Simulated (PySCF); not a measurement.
# (chloromethyl)cyclopropane (SMILES ClCC1CC1)

Geometry (Å), atoms numbered from 1 in this order:
```xyz
12

Cl    1.4188   -2.2385    0.8035
C     1.2713   -0.5026    0.3820
C     0.0840   -0.2397   -0.4779
C    -0.5483    1.1200   -0.4210
C    -1.2595   -0.0659    0.1531
H     1.2006    0.0391    1.3256
H     2.2031   -0.2296   -0.1127
H     0.1088   -0.7265   -1.4464
H    -0.1311    1.8438    0.2692
H    -0.9144    1.5458   -1.3463
H    -1.3140   -0.1503    1.2319
H    -2.1229   -0.4540   -0.3710
```

Method used: quadratic response CAM-B3LYP/def2-TZVPD first hyperpolarisability, Taylor convention, gas phase (PySCF). Geometry: PBE0-D3(BJ)/def2-TZVP.

(1) What is the first hyperpolarisability, and how does it disperse?

(2) Which lowest excitations, dipole and polarisabilities go with it?

Results:

(1) In au, Taylor convention; the vector part is βᵢ = ⅓ Σⱼ (βᵢⱼⱼ + βⱼᵢⱼ + βⱼⱼᵢ); β∥ is 3/5 of the vector part along the dipole, the dipole points from − to +:
```tsv
process	λ (nm)	β vector norm	β∥	β HRS	depolarisation ratio
static β(0;0,0)	∞	86.4	45.3	36.9	4.54
second harmonic β(−2ω;ω,ω)	1907	90.1	47.3	38.4	4.54
Pockels β(−ω;ω,0)	1907	87.6	46.0	–	–
second harmonic β(−2ω;ω,ω)	1064	99.2	52.2	42.3	4.53
Pockels β(−ω;ω,0)	1064	90.4	47.5	–	–
```

(2) S1 7.22 eV (f = 0.004); S2 7.27 eV (f = 0.008); S3 7.74 eV (f = 0.016); dipole 2.22 D; isotropic α 61.9 au static, 62.0 au at 1907 nm, 62.3 au at 1064 nm, 62.4 au at 953.5 nm, 63.8 au at 532 nm.
